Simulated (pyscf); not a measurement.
methane (CH₄) + H₃C–SiH•–Cl → H₃C–SiH•–CH₃ + hydrogen chloride (HCl) (concerted two-bond exchange; doublet surface; C–H, Cl–Si broken, C–Si, Cl–H formed). Optimised with ωB97X-D3(BJ)/def2-SVP in PySCF. Energies in kcal/mol from the separated reactants.

```json
[
 {"level": "PBE/def2-TZVP", "barrier": "51.4", "reaction energy": "+27.2"},
 {"level": "r²SCAN/def2-TZVP", "barrier": "54.1", "reaction energy": "+28.1"},
 {"level": "B3LYP-D3(BJ)/def2-TZVP", "barrier": "57.6", "reaction energy": "+28.1"},
 {"level": "M06-2X/def2-TZVP", "barrier": "57.6", "reaction energy": "+28.2"},
 {"level": "ωB97M-D3(BJ)/def2-TZVP", "barrier": "57.6", "reaction energy": "+27.2"},
 {"level": "HF/def2-TZVP", "barrier": "80.9", "reaction energy": "+29.1"}
]
```

The functionals in the table span 6.2 kcal/mol in this barrier, from PBE to B3LYP-D3(BJ). On the product side the descent ends in a complex, 4.2 kcal/mol under the separated species and 35.1 kcal/mol under the saddle at ωB97X-D3(BJ)/def2-TZVP. This saddle turned up in a search for another step; its sides and bond changes are read from the two ends of the descent. The same reactants have a lower exit, to H₃C–SiH₂–Cl + CH₃• (barrier +22.8 kcal/mol at ωB97M-D3(BJ)/def2-TZVP, against +57.6 kcal/mol here). One saddle was located; it need not be the lowest between these sides.
